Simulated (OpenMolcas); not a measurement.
**One shape, several levels: HCl (hydrogen chloride)**

We compute a comparison of 6 runs (UHF/6-31G, PBE/6-31G, PBE0/6-31G, SVWN5/6-31G, r2SCAN/6-31G, MP2/6-31G) of HCl (hydrogen chloride). 

The results are computed with OpenMolcas 26.06.

## 1. Starting point

HCl has 2 atoms, charge 0, and is taken as a singlet. As SMILES, `Cl`. The Cl1–H2 distance was set to 1.599 Å, away from the relaxed value.

Bond lengths: Cl1–H2 1.599 Å.

## 2. The energy at UHF/6-31G (run 1)

File run.inp:

```
* ClH Hartree-Fock
&GATEWAY
BasLib=$CurrDir
Coord
2
angstrom
Cl       0.819009      -0.267753       0.421205
H       -0.546000       0.178500      -0.280800
Basis=6-31G
Group=NoSym
&SEWARD
&SCF
UHF
Thresholds=1e-10 1e-07 1e-07 1e-05
Scramble=0.25
PrOrbitals=1 1
```

The basis set 6-31G is read from a file made from the Basis Set Exchange's data (not shown).

Launch:

```sh
$ export MOLCAS_MEM=1860
$ pymolcas run.inp > run.log
```

Output:

```text
--- Start Module: gateway ---
[...]
--- Stop Module: gateway /rc=_RC_ALL_IS_WELL_ ---
--- Start Module: seward ---
[...]
      Basis functions           15
--- Stop Module: seward /rc=_RC_ALL_IS_WELL_ ---
--- Start Module: scf ---
[...]
       Convergence after  16 Iterations
[...]
::    Total SCF energy                               -460.0060702131
[...]
      Total spin, S                                    -0.0000000000
[...]
      Total electronic charge=   18.000000
      Total            charge=   -0.000000
[...]
      Dipole Moment (debye):
      Origin of the operator (angstrom)=    0.7808   -0.2553    0.4015
                   X= -1.7064E+00               Y=  5.5785E-01               Z= -8.7756E-01           Total=  1.9982E+00
      Quadrupole Moment (debye*angstrom):
[...]
--- Stop Module: scf /rc=_RC_ALL_IS_WELL_ ---
[...]
```

Wall time 1.8 s (1 thread of Arm Neoverse V1, shared host); peak memory 0.37 GiB.

## 3. The energy at PBE/6-31G (run 2)

Changes to run.inp since step 2:

```diff
@@ -1,2 +1,3 @@
-* ClH Hartree-Fock
+* ClH Kohn-Sham DFT
+>>> EXPORT MOLCAS_PRINT=2
 &GATEWAY
@@ -11,6 +12,8 @@
 &SEWARD
+GridInput
+Grid=UltraFine
+End of Grid
 &SCF
-UHF
+KSDFT=PBE
 Thresholds=1e-10 1e-07 1e-07 1e-05
-Scramble=0.25
 PrOrbitals=1 1
```

The basis set 6-31G is read from a file made from the Basis Set Exchange's data (not shown).

Launch:

```sh
$ export MOLCAS_MEM=1860
$ pymolcas run.inp > run.log
```

Output:

```text
--- Start Module: gateway ---
[...]
--- Stop Module: gateway /rc=_RC_ALL_IS_WELL_ ---
--- Start Module: seward ---
[...]
      Basis functions           15
--- Stop Module: seward /rc=_RC_ALL_IS_WELL_ ---
--- Start Module: scf ---
[...]
       Convergence after  11 Iterations
[...]
::    Total KS-DFT energy                            -460.5459509397
[...]
      Total spin, S                                     0.0000000000
[...]
      Total electronic charge=   18.000000
      Total            charge=   -0.000000
[...]
      Dipole Moment (debye):
      Origin of the operator (angstrom)=    0.7808   -0.2553    0.4015
                   X= -1.5299E+00               Y=  5.0015E-01               Z= -7.8679E-01           Total=  1.7916E+00
      Quadrupole Moment (debye*angstrom):
[...]
--- Stop Module: scf /rc=_RC_ALL_IS_WELL_ ---
[...]
```

Run time: 2.7 s. Hardware: 1 thread of Arm Neoverse V1, shared host; peak memory 0.37 GiB.

## 4. The energy at PBE0/6-31G (run 3)

File run.inp:

```
&GATEWAY
 BasLib = $CurrDir
 Coord
 2
 angstrom
 Cl       0.819009      -0.267753       0.421205
 H       -0.546000       0.178500      -0.280800
 Basis = 6-31G
 Group = NoSym

&SEWARD
 GridInput
 Grid=UltraFine
 End of Grid

&SCF
 KSDFT = PBE0
 Thresholds = 1e-10 1e-07 1e-07 1e-05
 PrOrbitals = 1 1
```

The basis set 6-31G is read from a file made from the Basis Set Exchange's data (not shown).

Launch:

```sh
$ export MOLCAS_MEM=1860
$ pymolcas run.inp > run.log
```

Output:

```text
--- Start Module: gateway ---
[...]
--- Stop Module: gateway /rc=_RC_ALL_IS_WELL_ ---
--- Start Module: seward ---
[...]
      Basis functions           15
--- Stop Module: seward /rc=_RC_ALL_IS_WELL_ ---
--- Start Module: scf ---
[...]
       Convergence after   8 Iterations
[...]
::    Total KS-DFT energy                            -460.5804381167
[...]
      Total spin, S                                     0.0000000000
[...]
      Total electronic charge=   18.000000
      Total            charge=   -0.000000
[...]
      Dipole Moment (debye):
      Origin of the operator (angstrom)=    0.7808   -0.2553    0.4015
                   X= -1.6117E+00               Y=  5.2689E-01               Z= -8.2885E-01           Total=  1.8873E+00
      Quadrupole Moment (debye*angstrom):
[...]
--- Stop Module: scf /rc=_RC_ALL_IS_WELL_ ---
[...]
```

Run time: 2.4 s. Hardware: 1 thread of Arm Neoverse V1, shared host; peak memory 0.37 GiB.

Runs 4 to 5 aren't shown in full; the table further down has their settings and results.

## 5. The energy at MP2/6-31G (run 6)

File run.input:

```
* ClH MP2
&gateway
baslib=$CurrDir
coord
2
angstrom
Cl       0.819009      -0.267753       0.421205
H       -0.546000       0.178500      -0.280800
basis=6-31G
group=NoSym
&seward
&scf
thresholds=1e-10 1e-07 1e-07 1e-05
prorbitals=1 1
&mbpt2
frozen=5
```

The basis set 6-31G is read from a file made from the Basis Set Exchange's data (not shown).

Launch:

```sh
$ export MOLCAS_MEM=1860
$ pymolcas run.input > run.log
```

Output:

```text
--- Start Module: gateway ---
[...]
--- Stop Module: gateway /rc=_RC_ALL_IS_WELL_ ---
[...]
      Basis functions           15
[...]
--- Start Module: scf ---
[...]
       Convergence after   9 Iterations
[...]
::    Total SCF energy                               -460.0060702131
[...]
      Total spin, S                                     0.0000000000
[...]
      Total electronic charge=   18.000000
      Total            charge=   -0.000000
[...]
      Dipole Moment (debye):
      Origin of the operator (angstrom)=    0.7808   -0.2553    0.4015
                   X= -1.7064E+00               Y=  5.5785E-01               Z= -8.7756E-01           Total=  1.9982E+00
      Quadrupole Moment (debye*angstrom):
[...]
--- Stop Module: scf /rc=_RC_ALL_IS_WELL_ ---
--- Start Module: mbpt2 ---
[...]
WARNING!
Default frozen orbitals as non valence orbitals is overwritten by user input.
Default values:   5
[...]
       Reference weight ( Cref**2 )         =        0.97185
::    Total MBPT2 energy                             -460.0616822725
[...]
      Total MBPT2 calculations                           0.04      0.03
--- Stop Module: mbpt2 /rc=_RC_ALL_IS_WELL_ ---
[...]
```

Wall time 1.6 s (1 thread of Arm Neoverse V1, shared host); peak memory 0.37 GiB.

## 6. All runs side by side

| run | level | scramble | integration grid | energy (Eh) | dipole moment (D) of the reference | HOMO energy (eV) | LUMO energy (eV) | wall time |
| --- | --- | --- | --- | --- | --- | --- | --- | --- |
| 1 | UHF/6-31G | 0.25 | – | -460.006070 | 2.00 | -12.90 | 1.46 | 1.8 s |
| 2 | PBE/6-31G | – | UltraFine | -460.545951 | 1.79 | -7.70 | -3.23 | 2.7 s |
| 3 | PBE0/6-31G | – | UltraFine | -460.580438 | 1.89 | -9.26 | -2.24 | 2.4 s |
| 4 | SVWN5/6-31G | – | UltraFine | -459.234474 | 1.92 | -7.75 | -3.29 | 2.5 s |
| 5 | r2SCAN/6-31G | – | UltraFine | -460.703349 | 1.88 | -8.13 | -3.09 | 2.9 s |
| 6 | MP2/6-31G | – | – | -460.061682 | 2.00 | -12.90 | 1.46 | 1.6 s |

## 7. Results

```
                                          quantity          value
                               run 6: total energy  -460.06168 Eh
         run 6: dipole moment (mean-field density)         2.00 D
        run 6: HOMO energy (Hartree–Fock orbitals)      -12.90 eV
        run 6: LUMO energy (Hartree–Fock orbitals)        1.46 eV
      run 6: HOMO–LUMO gap (Hartree–Fock orbitals)       14.36 eV
run 6: correlation energy (5 core orbitals frozen)      -55.6 mEh
```

Over runs 1, 2, 3, 4, 5 the dipole moment (its size) runs from 1.79 D (PBE/6-31G) to 2.00 D (UHF/6-31G). Over runs 1, 2, 3, 4, 5 the HOMO–LUMO gap runs from 4.46 eV (SVWN5/6-31G) to 14.36 eV (UHF/6-31G). Totals of different functionals can't be ranked against each other. All runs together took 14 s, the longest 2.9 s.
